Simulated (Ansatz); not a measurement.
A run for Ansatz (a first-principles code): U-MP2/aug-cc-pVTZ on C2H (SMILES [C]#C), 2S+1 = 2, atoms moved off the minimum.

Ansatz 0.2 input:
```yaml
crystal:
  periodic: [false, false, false]
  atoms:
    - {symbol: C, position_ang: [0.03657832, -0.18795882, -0.73622243]}
    - {symbol: C, position_ang: [0.02038960, -0.10739601, 0.45561597]}
    - {symbol: H, position_ang: [-0.10564918, -0.01923657, 1.45717426]}
basis:
  gaussian:
    orbitals: aug-cc-pVTZ
magnetization: {spin_polarized: true, initial_magnetization: 1}
correlation: {method: mp2, electrons: outside_noble_gas}
scf: {omitted_lower_state_checks: [cluster_reference]}
output: {forces: true}
```

Output:

```
WARN ansatz: RAYON_NUM_THREADS=1 ignored (pool sized by the plan → 1); use --threads N
Functional definition: HF
these checks for a lower state are left out or cut short: cluster_reference
integrals: 0.07 GiB planned
677 factors; integrals over basis functions are off by at most 8.2e-4 eV
mean field: 0.22 GiB planned
mean field evaluation 1: about -2070.5715 eV, gradient 1.7e1 eV
mean field evaluation 2: about -2070.5730 eV, gradient 1.7e1 eV
mean field evaluation 4: about -2072.4466 eV, gradient 3.4e0 eV
mean field evaluation 8: about -2072.7592 eV, gradient 9.0e-1 eV
mean field evaluation 16: about -2072.3363 eV, gradient 7.0e-1 eV
mean field evaluation 32: about -2072.3974 eV, gradient 6.2e-1 eV
mean field -2072.85999512 eV, -76.1761997856 hartree, gradient 8.3e-6 eV, S^2 1.091010; 3 other end points of the search recorded, 0 dependent functions left out
2 core orbitals not correlated
reference -2072.85999512 eV, -76.1761997856 hartree; 5, 4 occupied and 108, 109 virtual orbitals, 677 factors
densities: 0.27 GiB planned
second order -6.69050370 eV of doubles, -0.00000000 eV of singles
the calculation of the forces begins
Total energy: -2079.55049882 eV, -76.4220712616 hartree
Atom 0 at     0.036578    -0.187959    -0.736222 Å, force     0.147737     0.170224     3.026632 eV/Å
Atom 1 at     0.020390    -0.107396     0.455616 Å, force    -0.090794    -0.326351    -5.264919 eV/Å
Atom 2 at    -0.105649    -0.019237     1.457174 Å, force    -0.056944     0.156127     2.238287 eV/Å
Dipole moment:    -0.014439     0.011797     0.140806 e Å
Checks for a lower state left out: cluster_reference
```

The run converged. Its determinant has ⟨S²⟩ = 1.09, a mixture of spin states.

Cost: very roughly 2.6 core-seconds.
